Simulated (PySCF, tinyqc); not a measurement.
FCI on RHF in the sto-3g basis, for HF, spin multiplicity 1, step by step. The lowest restricted solution is unstable here: a spin-polarised one lies 0.1239 hartree lower (PySCF). One step of it, computed by the program tinyqc.

Question. FCI: determinants and Hamiltonian. Slater-Condon rules over spin orbitals, with the nuclear repulsion added and E(HF) subtracted on the diagonal. Only determinants linked to the reference directly or through others are kept (one block of an abelian symmetry group), so some states are absent.

one-electron integrals over orbitals h = C^T H C (hartree):
```
,1,2,3,4,5,6
1,-40.315955,0.734333,0.000000,0.000000,-0.057148,-0.065373
2,0.734333,-9.091858,0.000000,0.000000,0.281017,0.392959
3,0.000000,0.000000,-8.501883,0.000000,0.000000,0.000000
4,0.000000,0.000000,0.000000,-8.501883,0.000000,0.000000
5,-0.057148,0.281017,0.000000,0.000000,-6.081614,2.649607
6,-0.065373,0.392959,0.000000,0.000000,2.649607,-5.666021
```

Two-electron integrals over orbitals (pq|rs), unique and non-zero (hartree):
```
p,q,r,s,(pq|rs)
1,1,1,1,5.365361
2,1,1,1,-0.530923
2,1,2,1,0.082751
2,2,1,1,1.254918
2,2,2,1,-0.024104
2,2,2,2,0.891684
3,1,3,1,0.029505
3,2,3,1,0.040633
3,2,3,2,0.193908
3,3,1,1,1.264034
3,3,2,1,-0.015466
3,3,2,2,0.906425
3,3,3,3,0.997514
4,1,4,1,0.029505
4,2,4,1,0.040633
4,2,4,2,0.193908
4,3,4,3,0.053770
4,4,1,1,1.264034
4,4,2,1,-0.015466
4,4,2,2,0.906425
4,4,3,3,0.889973
4,4,4,4,0.997514
5,1,1,1,0.043819
5,1,2,1,-0.006827
5,1,2,2,0.002234
5,1,3,3,0.001299
5,1,4,4,0.001299
5,1,5,1,0.015059
5,2,1,1,-0.064592
5,2,2,1,0.002087
5,2,2,2,-0.034044
5,2,3,3,-0.037465
5,2,4,4,-0.037465
5,2,5,1,0.020547
5,2,5,2,0.110752
5,3,3,1,-0.003063
5,3,3,2,-0.012875
5,3,5,3,0.029133
5,4,4,1,-0.003063
5,4,4,2,-0.012875
5,4,5,4,0.029133
5,5,1,1,0.804612
5,5,2,1,-0.007815
5,5,2,2,0.625279
5,5,3,3,0.611970
5,5,4,4,0.611970
5,5,5,1,-0.000376
5,5,5,2,-0.000508
5,5,5,5,0.602797
6,1,1,1,0.048327
6,1,2,1,-0.007584
6,1,2,2,0.002121
6,1,3,3,0.001487
6,1,4,4,0.001487
6,1,5,1,-0.014256
6,1,5,2,-0.021282
6,1,5,5,0.001695
6,1,6,1,0.015976
6,2,1,1,-0.071717
6,2,2,1,0.002109
6,2,2,2,-0.040364
6,2,3,3,-0.041551
6,2,4,4,-0.041551
6,2,5,1,-0.020003
6,2,5,2,-0.093028
6,2,5,5,-0.015501
6,2,6,1,0.019970
6,2,6,2,0.091993
6,3,3,1,-0.003251
6,3,3,2,-0.013622
6,3,5,3,-0.025929
6,3,6,3,0.026902
6,4,4,1,-0.003251
6,4,4,2,-0.013622
6,4,5,4,-0.025929
6,4,6,4,0.026902
6,5,1,1,-0.477551
6,5,2,1,0.007613
6,5,2,2,-0.298988
6,5,3,3,-0.294734
6,5,4,4,-0.294734
6,5,5,1,0.000929
6,5,5,2,0.046783
6,5,5,5,-0.076735
6,5,6,1,-0.002597
6,5,6,2,0.014713
6,5,6,5,0.284689
6,6,1,1,0.776803
6,6,2,1,-0.008158
6,6,2,2,0.593083
6,6,3,3,0.581543
6,6,4,4,0.581543
6,6,5,1,0.005141
6,6,5,2,0.024051
6,6,5,5,0.600419
6,6,6,1,-0.003986
6,6,6,2,-0.032900
6,6,6,5,-0.034942
6,6,6,6,0.614162
```

nuclear repulsion = 2.77056131 hartree

Hartree-Fock energy = -98.33724343 hartree

Give: determinants; H - E(HF) between determinants.

Answer.

Occupation strings over the orbitals (2 doubly, a alpha, b beta, 0 empty; spin orbitals ordered 1a 1b 2a 2b ...): 222220 2222ab 2a222b a2222b 2222ba 2b222a b2222a 222202 2a22b2 a222b2 222022 220222 2b22a2 202222 ab2222 b222a2 ba2222 022222

H - E(HF) between determinants (hartree):
```
,222220,2222ab,2a222b,a2222b,2222ba,2b222a,b2222a,222202,2a22b2,a222b2,222022,220222,2b22a2,202222,ab2222,b222a2,ba2222,022222
222220,0.0000,0.0000,0.0000,0.0000,0.0000,0.0000,0.0000,0.2847,-0.0147,0.0026,0.0269,0.0269,0.0147,0.0920,-0.0200,-0.0026,0.0200,0.0160
2222ab,0.0000,0.1938,-0.0093,-0.0077,-0.2847,-0.0147,0.0026,0.0418,0.0468,0.0009,0.0259,0.0259,-0.0174,0.0930,-0.0200,-0.0057,0.0213,0.0143
2a222b,0.0000,-0.0093,1.0486,0.0281,-0.0147,-0.0920,-0.0200,-0.0468,-0.2640,0.0076,0.0136,0.0136,0.0930,0.0075,0.0021,0.0213,-0.0061,0.0076
a2222b,0.0000,-0.0077,0.0281,25.3257,0.0026,-0.0200,-0.0160,-0.0009,0.0076,-0.4426,0.0033,0.0033,0.0200,-0.0021,-0.0388,0.0143,0.0076,-0.0523
2222ba,0.0000,-0.2847,-0.0147,0.0026,0.1938,-0.0093,-0.0077,-0.0418,-0.0174,-0.0057,-0.0259,-0.0259,0.0468,-0.0930,0.0213,0.0009,-0.0200,-0.0143
2b222a,0.0000,-0.0147,-0.0920,-0.0200,-0.0093,1.0486,0.0281,0.0468,0.0930,0.0213,-0.0136,-0.0136,-0.2640,-0.0075,-0.0061,0.0076,0.0021,-0.0076
b2222a,0.0000,0.0026,-0.0200,-0.0160,-0.0077,0.0281,25.3257,0.0009,0.0200,0.0143,-0.0033,-0.0033,0.0076,0.0021,0.0076,-0.4426,-0.0388,0.0523
222202,0.2847,0.0418,-0.0468,-0.0009,-0.0418,0.0468,0.0009,0.4037,0.0339,0.0133,0.0291,0.0291,-0.0339,0.1108,-0.0205,-0.0133,0.0205,0.0151
2a22b2,-0.0147,0.0468,-0.2640,0.0076,-0.0174,0.0930,0.0200,0.0339,1.2884,0.0285,0.0129,0.0129,-0.1108,0.0674,0.0021,-0.0205,0.0106,0.0068
a222b2,0.0026,0.0009,0.0076,-0.4426,-0.0057,0.0213,0.0143,0.0133,0.0285,25.5610,0.0031,0.0031,-0.0205,-0.0021,-0.0980,-0.0151,0.0068,-0.0309
222022,0.0269,0.0259,0.0136,0.0033,-0.0259,-0.0136,-0.0033,0.0291,0.0129,0.0031,0.5797,0.0538,-0.0129,0.1939,-0.0406,-0.0031,0.0406,0.0295
220222,0.0269,0.0259,0.0136,0.0033,-0.0259,-0.0136,-0.0033,0.0291,0.0129,0.0031,0.0538,0.5797,-0.0129,0.1939,-0.0406,-0.0031,0.0406,0.0295
2b22a2,0.0147,-0.0174,0.0930,0.0200,0.0468,-0.2640,0.0076,-0.0339,-0.1108,-0.0205,-0.0129,-0.0129,1.2884,-0.0674,0.0106,0.0285,0.0021,-0.0068
202222,0.0920,0.0930,0.0075,-0.0021,-0.0930,-0.0075,0.0021,0.1108,0.0674,-0.0021,0.1939,0.1939,-0.0674,2.4169,-0.0122,0.0021,0.0122,0.0828
ab2222,-0.0200,-0.0200,0.0021,-0.0388,0.0213,-0.0061,0.0076,-0.0205,0.0021,-0.0980,-0.0406,-0.0406,0.0106,-0.0122,26.8735,0.0068,-0.0828,0.4946
b222a2,-0.0026,-0.0057,0.0213,0.0143,0.0009,0.0076,-0.4426,-0.0133,-0.0205,-0.0151,-0.0031,-0.0031,0.0285,0.0021,0.0068,25.5610,-0.0980,0.0309
ba2222,0.0200,0.0213,-0.0061,0.0076,-0.0200,0.0021,-0.0388,0.0205,0.0106,0.0068,0.0406,0.0406,0.0021,0.0122,-0.0828,-0.0980,26.8735,-0.4946
022222,0.0160,0.0143,0.0076,-0.0523,-0.0143,-0.0076,0.0523,0.0151,0.0068,-0.0309,0.0295,0.0295,-0.0068,0.0828,0.4946,0.0309,-0.4946,55.0773
```
